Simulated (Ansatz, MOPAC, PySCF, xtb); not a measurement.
Barrier height from FH + F to the transition structure F2H, without zero-point energy, on the benchmark's geometries as Psi4's copy of the set gives them.
Transition structure (charge 0, multiplicity 2):
```xyz
3

H      0.0000     0.0000    -2.2313
F      0.0000     0.0000    -0.6162
F      0.0000     0.0000     0.8641
```
Reactant (charge 0, multiplicity 1):
```csv
atom,x (Å),y (Å),z (Å)
F,0.0000,0.0000,0.0000
H,0.9154,0.0000,0.0000
```

| level | barrier height (kJ/mol) | cost |
|---|---|---|
| AM1 | 326.6 | - |
| PM3 | 307.6 | - |
| PM6 | 407.3 | - |
| PM7 | 369.6 | - |
| GFN1-xTB | 255.3 | - |
| GFN2-xTB | 310.1 | - |
| HF/aug-cc-pVDZ | 520.4 | - |
| HF/cc-pVDZ | 498.4 | - |
| HF/aug-cc-pVTZ | 515.2 | - |
| HF/aug-cc-pVQZ | 515.8 | - |
| PBE/def2-TZVPPD | 334.9 | ×1 |
| BLYP/def2-TZVPPD | 340.7 | ×0.9 |
| revPBE/def2-TZVPPD | 354.8 | ×0.8 |
| r2SCAN/def2-TZVPPD | 376.9 | ×2 |
| B97M-V/def2-TZVPPD | 392.2 | ×2 |
| B3LYP/def2-TZVPPD | 398.9 | ×1 |
| BHLYP/def2-TZVPPD | 470.6 | ×1 |
| M06-2X/def2-TZVPPD | 453.2 | - |
| CAM-B3LYP/def2-TZVPPD | 410.9 | ×0.9 |
| wB97X-V/def2-TZVPPD | 425.8 | ×2 |
| wB97M-V/def2-TZVPPD | 427.1 | ×3 |
| B2PLYP/def2-TZVPPD | 440.5 | ×1 |
| MP2/aug-cc-pVDZ | 547.2 | - |
| MP2/cc-pVDZ | 527.5 | - |
| MP2/aug-cc-pVTZ | 546.9 | - |
| MP2/aug-cc-pVQZ | 549.8 | ×5 |
| MP2/CBS(aug-cc-pVTZ, aug-cc-pVQZ) | 551.5 | - |
| SCS-MP2/aug-cc-pVDZ | 554.4 | - |
| SCS-MP2/cc-pVDZ | 532.3 | - |
| SCS-MP2/aug-cc-pVTZ | 555.4 | - |
| SCS-MP2/aug-cc-pVQZ | 559.1 | - |
| CCSD/aug-cc-pVDZ | 462.1 | - |
| CCSD/cc-pVDZ | 450.5 | - |
| CCSD/aug-cc-pVTZ | 461.9 | - |
| CCSD(T)/aug-cc-pVDZ | 443.6 | ×2 |
| CCSD(T)/cc-pVDZ | 433.8 | ×2 |
| CCSD(T)/aug-cc-pVTZ | 439.9 | ×8 |
| MP2/CBS(aug-cc-pVTZ, aug-cc-pVQZ) + ΔCCSD(T)/aug-cc-pVTZ | 444.5 | ×10 |
| CCSDT/cc-pVDZ | 430.3 | - |
| CCSDT(Q)/cc-pVDZ | 427.8 | ×10 |

The rows run from 255.3 (GFN1-xTB) to 559.1 kJ/mol (SCS-MP2/aug-cc-pVQZ). In aug-cc-pVTZ the value moves HF 515.2, MP2 546.9, CCSD 461.9, CCSD(T) 439.9, a shift of -75.3 from HF to CCSD(T). From aug-cc-pVDZ to aug-cc-pVQZ MP2 changes by 2.6. The 12 functionals in def2-TZVPPD without D3 or D4 span 135.7, from PBE to BHLYP.

Open shells are unrestricted; no spin–orbit coupling.

Cores are frozen in the correlated methods. CBS(a, b) extrapolates the correlation energy as X⁻³ and adds the Hartree–Fock energy of set b. The state that AM1, PM3, PM6, PM7 reach isn't checked; PM7 holds dispersion and hydrogen-bond terms.

Doubts at one or more of the structures used: a spin-contaminated determinant (HF/aug-cc-pVDZ, HF/cc-pVDZ, HF/aug-cc-pVTZ, HF/aug-cc-pVQZ, B2PLYP/def2-TZVPPD, MP2/aug-cc-pVDZ, MP2/cc-pVDZ, MP2/aug-cc-pVTZ, MP2/aug-cc-pVQZ, MP2/CBS(aug-cc-pVTZ, aug-cc-pVQZ), SCS-MP2/aug-cc-pVDZ, SCS-MP2/cc-pVDZ, SCS-MP2/aug-cc-pVTZ, SCS-MP2/aug-cc-pVQZ, CCSD/aug-cc-pVDZ, CCSD/cc-pVDZ, CCSD/aug-cc-pVTZ, CCSD(T)/aug-cc-pVDZ, CCSD(T)/cc-pVDZ, CCSD(T)/aug-cc-pVTZ, MP2/CBS(aug-cc-pVTZ, aug-cc-pVQZ) + ΔCCSD(T)/aug-cc-pVTZ, CCSDT/cc-pVDZ, CCSDT(Q)/cc-pVDZ); T1 above 0.05 (CCSD/aug-cc-pVDZ, CCSD/cc-pVDZ, CCSD/aug-cc-pVTZ, CCSD(T)/aug-cc-pVDZ, CCSD(T)/cc-pVDZ, CCSD(T)/aug-cc-pVTZ, MP2/CBS(aug-cc-pVTZ, aug-cc-pVQZ) + ΔCCSD(T)/aug-cc-pVTZ, CCSDT/cc-pVDZ, CCSDT(Q)/cc-pVDZ).

Codes used: Ansatz (a program for electronic structure); MOPAC for AM1, PM3, PM6, PM7 (differences of heats of formation); PySCF for M06-2X; xtb for the GFN methods. Values without a source in brackets are computed. The GFN methods have no spin term and hold the electronic entropy of 300 K.

Costs are rough ratios of core time to PBE/def2-TZVPPD (about 2.3 s over the structures, on one shared machine); a dash marks a level with no comparable run of its own. 

The set's own value is 106.18 kcal/mol (Zhao et al., NHTBH38), an estimate for the real system, whose open-shell reactant is lowered by spin–orbit coupling.
